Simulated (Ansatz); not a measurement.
C4H6O2 can be A, `O=CC1(O)CC1`, or B, `C=COC(C)=O`.

Gas-phase electronic energies from Ansatz, PBE0-D4/def2-TZVP geometries. CCSD(T)/CBS adds triple-zeta CCSD(T) − MP2 to the extrapolated MP2 energy (def2 sets, frozen cores). DFT in def2-TZVPP. B3LYP here is the variant with VWN-RPA as its local correlation; programs differ in this. Each species was taken in one conformer, which may not be the lowest.

(1) Which is lower in electronic energy at CCSD(T)/CBS, and by how much? (Best estimate.)

(2) Give E(B) − E(A) in kJ/mol with ωB97M-V, B3LYP-D4, B2PLYP, CCSD/def2-TZVPP, PBE0-D4, HF/def2-TZVPP, B3LYP. (Estimate.)

Largest T1 diagnostic: 0.014.

Answers

(1) Computed: B, by 79.0 kJ/mol.

(2) The calculation gave: ωB97M-V -77.1, B3LYP-D4 -91.4, B2PLYP -88.0, CCSD/def2-TZVPP -79.6, PBE0-D4 -68.1, HF/def2-TZVPP -105.2, B3LYP -94.8. None reverses the order clearly.

In def2-TZVPP, CCSD(T) changes the Hartree–Fock value by +25.5 kJ/mol (the triples alone add −0.1 kJ/mol) and MP2 by +37.9 kJ/mol. From PBE to PBE0 (25 % exact exchange), in def2-TZVPP and without D4, E(B) − E(A) moves by +5.5 kJ/mol.
